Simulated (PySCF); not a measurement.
A PySCF script (with the pyscf-properties extension) for the NMR shieldings of `CCPC1CC1`, C5H11P, on a GFN2-xTB geometry:

```python
import basis_set_exchange as bse
import numpy as np
from pyscf import gto, dft
from pyscf.prop import nmr

atoms = """
C     2.815112    0.232782   -0.311450
C     1.467315   -0.333350    0.113901
P     0.224013    1.021149    0.432489
C    -1.274661   -0.042169    0.508548
C    -1.838923   -0.698801   -0.717129
C    -2.569767    0.437593   -0.075810
H     2.718358    0.796602   -1.237616
H     3.533613   -0.569641   -0.470009
H     3.206327    0.901145    0.452886
H     1.576588   -0.893760    1.047456
H     1.074755   -1.015236   -0.645359
H     0.061567    1.361939   -0.919478
H    -1.338635   -0.593582    1.442067
H    -1.358153   -0.516307   -1.668164
H    -2.245902   -1.695003   -0.623939
H    -2.574429    1.387897   -0.589878
H    -3.484177    0.230771    0.459917
"""
names = dict.fromkeys(["C", "P", "H"], "pcSseg-1")
basis = {el: gto.basis.parse(bse.get_basis(n, elements=[el], fmt="nwchem")) for el, n in names.items()}
mol = gto.M(atom=atoms, basis=basis, charge=0, verbose=0)
mf = dft.RKS(mol, xc="PBE0")
mf.grids.level = 2
mf.grids.alignment = dft.numint.BLKSIZE   # the property module wants whole blocks of grid points
mf.conv_tol = 1e-9
mf.kernel()

calc = nmr.RKS(mf)   # GIAO
C = mf.mo_coeff
Co = C[:, mf.mo_occ > 0]
resp = mf.gen_response(singlet=True, hermi=2)
def vind(x):   # induced exchange potential for any number of trial vectors
    d = np.einsum("pi,xij,qj->xpq", C, 2 * x.reshape(-1, C.shape[1], Co.shape[1]), Co, optimize=True)
    return np.einsum("xpq,pi,qj->xij", resp(d - d.transpose(0, 2, 1)), C, Co, optimize=True).ravel()
mo1, _ = nmr.rhf.solve_mo1(calc, with_cphf=vind)
sigma = calc.kernel(mo1)
for i, s in enumerate(sigma):   # ppm
    w = np.linalg.eigvalsh((s + s.T) / 2)
    print("%2d %-2s iso %8.1f  s11 %8.1f  s22 %8.1f  s33 %8.1f" % (i, mol.atom_pure_symbol(i), w.mean(), *w))
```

**Question.** What are the results?

**Answer.** 
```
 0 C  iso    172.7  s11    164.2  s22    165.3  s33    188.8
 1 C  iso    164.3  s11    148.3  s22    167.4  s33    177.2
 2 P  iso    366.3  s11    323.1  s22    343.1  s33    432.8
 3 C  iso    177.6  s11    147.0  s22    169.2  s33    216.5
 4 C  iso    174.3  s11    132.9  s22    175.3  s33    214.8
 5 C  iso    180.3  s11    152.8  s22    175.7  s33    212.3
 6 H  iso     30.9  s11     26.1  s22     29.6  s33     36.9
 7 H  iso     30.2  s11     25.1  s22     27.3  s33     38.1
 8 H  iso     30.5  s11     25.8  s22     28.7  s33     36.9
 9 H  iso     30.2  s11     25.3  s22     30.0  s33     35.5
10 H  iso     29.5  s11     23.9  s22     31.0  s33     33.7
11 H  iso     29.7  s11     25.3  s22     30.4  s33     33.4
12 H  iso     31.3  s11     24.4  s22     28.4  s33     41.0
13 H  iso     31.5  s11     26.2  s22     29.0  s33     39.3
14 H  iso     30.8  s11     25.1  s22     26.2  s33     41.1
15 H  iso     31.4  s11     25.2  s22     29.3  s33     39.8
16 H  iso     30.9  s11     24.9  s22     26.4  s33     41.5
```

These numbers come from an equivalent density-fitted implementation of the same equations, which agrees with the script to about 0.01 ppm for H and up to a few tenths of a ppm for heavy atoms, so last digits may differ.

Size and cost of the density-fitted run: 164 basis functions, roughly 50 core-seconds.
